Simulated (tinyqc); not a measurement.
Inside a calculation. Method: coupled-perturbed Hartree-Fock on RHF in the sto-3g basis, for HF, spin multiplicity 1. One step of it, computed by the program tinyqc.

Task: Coupled step 2. U_ai = -(mu_ai + sum_bj [4 (ai|bj) - (ab|ij) - (aj|bi)] U_bj) / (e_a - e_i); alpha = -4 sum U_ai mu_ai.

U after step 1:
```
          i1        i2         i3        i4        i5
a6  0.000585  0.025549  -1.044031  0.000000  0.000000
```

dipole integrals <a|z|i> (bohr):
```
           i1        i2        i3        i4        i5
a6  -0.043991  0.030650  1.029858  0.000000  0.000000
```

orbital energies (hartree): MO1 -25.911858, MO2 -1.438932, MO3 -0.545234, MO4 -0.462031, MO5 -0.462031, MO6 0.504791

Two-electron integrals over orbitals (pq|rs), unique and non-zero (hartree):
```
(11|11) 5.363345    (21|11) -0.512199   (21|21) 0.077232    (22|11) 1.213313
(22|21) -0.021125   (22|22) 0.860633    (31|11) 0.137557    (31|21) -0.019477
(31|22) 0.010393    (31|31) 0.020553    (32|11) -0.139420   (32|21) 0.007227
(32|22) -0.033958   (32|31) 0.020815    (32|32) 0.150882    (33|11) 0.955829
(33|21) -0.009846   (33|22) 0.732477    (33|31) -0.003969   (33|32) -0.033537
(33|33) 0.728911    (41|41) 0.029574    (42|41) 0.039522    (42|42) 0.184515
(43|41) -0.009719   (43|42) -0.037338   (43|43) 0.042518    (44|11) 1.264015
(44|21) -0.014712   (44|22) 0.884902    (44|31) 0.004019    (44|32) -0.075490
(44|33) 0.724755    (44|44) 0.997514    (51|51) 0.029574    (52|51) 0.039522
(52|52) 0.184515    (53|51) -0.009719   (53|52) -0.037338   (53|53) 0.042518
(54|54) 0.053770    (55|11) 1.264015    (55|21) -0.014712   (55|22) 0.884902
(55|31) 0.004019    (55|32) -0.075490   (55|33) 0.724755    (55|44) 0.889973
(55|55) 0.997514    (61|11) 0.143290    (61|21) -0.023125   (61|22) 0.001536
(61|31) -0.010163   (61|32) -0.024512   (61|33) 0.009534    (61|44) 0.004016
(61|55) 0.004016    (61|61) 0.023302    (62|11) -0.209302   (62|21) 0.004943
(62|22) -0.113344   (62|31) -0.020105   (62|32) -0.059065   (62|33) -0.029786
(62|44) -0.111200   (62|55) -0.111200   (62|61) 0.017179    (62|62) 0.093962
(63|11) -0.382957   (63|21) 0.006575    (63|22) -0.194115   (63|31) 0.001924
(63|32) 0.092233    (63|33) -0.111554   (63|44) -0.216010   (63|55) -0.216010
(63|61) -0.005929   (63|62) 0.049844    (63|63) 0.198576    (64|41) -0.009269
(64|42) -0.037184   (64|43) -0.018015   (64|64) 0.030555    (65|51) -0.009269
(65|52) -0.037184   (65|53) -0.018015   (65|65) 0.030555    (66|11) 0.869984
(66|21) -0.009099   (66|22) 0.665414    (66|31) 0.013637    (66|32) 0.061381
(66|33) 0.664901    (66|44) 0.642087    (66|55) 0.642087    (66|61) -0.008900
(66|62) -0.062628   (66|63) -0.018877   (66|66) 0.701602
```

Give: U after step 2; polarisability.

Result:

U after step 2:
```
        i1      i2       i3      i4      i5
a6  0.0004  0.0366  -1.0517  0.0000  0.0000
```

polarisability = 4.3280 bohr^3
